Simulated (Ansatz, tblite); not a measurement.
# The cluster K2F2+: one state, many levels

How do method and basis change the picture of the cluster K2F2+ (doublet)?

Program: Ansatz 0.2.0, Gaussian basis. Level of theory: as each input shows. These are calculated values, not measurements.

Levels to be run: GFN1-xTB, GFN2-xTB, PBE-D4/def2-TZVP, r2SCAN-D4/def2-TZVP, LDA/def2-TZVP, B3LYP-D4/def2-TZVP, LC-ωPBE/def2-TZVP, r2SCANh-D4/def2-TZVP, CAM-B3LYP-D4/def2-TZVP, B2PLYP/def2-TZVP, r2SCAN0-D4/def2-TZVP, BLYP-D4/def2-TZVP, HF/def2-TZVP, HSE06-D4/def2-TZVP, revPBE-D4/def2-TZVP, PBE-QIDH/def2-TZVP, PBE-D4/def2-SVP, PBE0-D4/def2-SVP, HF/6-31G, B3LYP-D4/6-31G, CCSD(T)/def2-TZVPP, MP2/def2-TZVP, RPA/def2-TZVP, MP2/def2-QZVPP.

13 further runs of the same task are left out: 12 that didn't finish, 1 set aside as unsound or not needed.

## (1) The structure

The geometry is that of the doublet, from an earlier relaxation (PBE0-D4/def2-TZVP). At that level it is the lowest of the isomers that a small search found.

4 atoms, charge 1, spin multiplicity 2.

Bond lengths: K1–F3 2.512 Å, K1–F4 2.512 Å, K2–F3 2.512 Å, K2–F4 2.512 Å. Angles: F3–K1–F4 45.7°, F3–K2–F4 45.7°, K1–F3–K2 134.3°, K1–F4–K2 134.3°.

The ion is computed in the gas phase, without counter-ions or solvent.

PBE0-D4/def2-TZVP was run before; its log isn't repeated, and its numbers join the tables.

## (2) GFN1-xTB

Tight binding, by tblite at 300 K electronic temperature and without a spin-polarisation term:

```python
tblite.interface.Calculator('GFN1-xTB', numbers, positions, charge=1, uhf=1).singlepoint()
```

Energy -287.1546 eV; 0.002 s.

## (3) GFN2-xTB

Tight binding, by tblite at 300 K electronic temperature and without a spin-polarisation term:

```python
tblite.interface.Calculator('GFN2-xTB', numbers, positions, charge=1, uhf=1).singlepoint()
```

Energy -259.3174 eV; 0.002 s.

## (4) PBE-D4/def2-TZVP

start.molden holds the orbitals of an earlier run on this state, given as this run's starting guess.

in.yaml

```yaml
crystal:
  periodic: [false, false, false]
  atoms:
    - {symbol: K, position_ang: [-1.584377, -1.683199, 0.118583]}
    - {symbol: K, position_ang: [1.585671, 1.681955, -0.118930]}
    - {symbol: F, position_ang: [0.121187, -0.045929, 0.966563]}
    - {symbol: F, position_ang: [-0.122472, 0.047163, -0.966216]}
basis:
  gaussian: {orbitals: def2-TZVP, initial_orbitals: start.molden}
total_charge: 1
magnetization: {spin_polarized: true, initial_magnetization: 1}
hamiltonian: {xc: pbe, dispersion: d4}
scf: {omitted_lower_state_checks: [starts]}
output: {forces: true, orbitals: {seedname: orbitals}}
```

Run with:

```bash
$ ansatz run in.yaml --threads 2 --pin off --events-out ev --progress --plain --max-ram 4352MiB
```

Further steps of the session: r2SCAN-D4/def2-TZVP; LDA/def2-TZVP; B3LYP-D4/def2-TZVP; LC-ωPBE/def2-TZVP; r2SCANh-D4/def2-TZVP; CAM-B3LYP-D4/def2-TZVP; B2PLYP/def2-TZVP; r2SCAN0-D4/def2-TZVP; BLYP-D4/def2-TZVP; HF/def2-TZVP; HSE06-D4/def2-TZVP; revPBE-D4/def2-TZVP; PBE-QIDH/def2-TZVP; PBE-D4/def2-SVP; PBE0-D4/def2-SVP; HF/6-31G; B3LYP-D4/6-31G; CCSD(T)/def2-TZVPP; MP2/def2-TZVP; RPA/def2-TZVP; MP2/def2-QZVPP.

Q: Predict the results of all the runs planned. Wanted: gap in def2-TZVP, named functionals and Hartree-Fock, smallest and largest; correlation energy, CCSD(T)/def2-TZVPP; correlation energy, MP2/def2-TZVP; correlation energy, MP2/def2-QZVPP; ⟨S²⟩ in def2-TZVP, named functionals and Hartree-Fock, smallest and largest; PBE0 total energy, smallest basis above largest.

As calculated:

| quantity | value |
| --- | --- |
| gap in def2-TZVP, named functionals and Hartree-Fock, smallest and largest | 1.49 eV (LDA), 12.67 eV (HF) |
| correlation energy, CCSD(T)/def2-TZVPP | -23.61 eV |
| correlation energy, MP2/def2-TZVP | -22.04 eV |
| correlation energy, MP2/def2-QZVPP | -26.11 eV |
| ⟨S²⟩ in def2-TZVP, named functionals and Hartree-Fock, smallest and largest | 0.752, 0.771 |
| PBE0 total energy, smallest basis above largest | 10.87 eV (def2-SVP, def2-TZVP) |

What this shows: Over the named functionals and Hartree-Fock in def2-TZVP the gap runs from 1.49 eV (LDA) to 12.67 eV (HF); exact exchange widens it. Over the named functionals and Hartree-Fock in def2-TZVP spin contamination reaches 0.02 (HF), which is small.
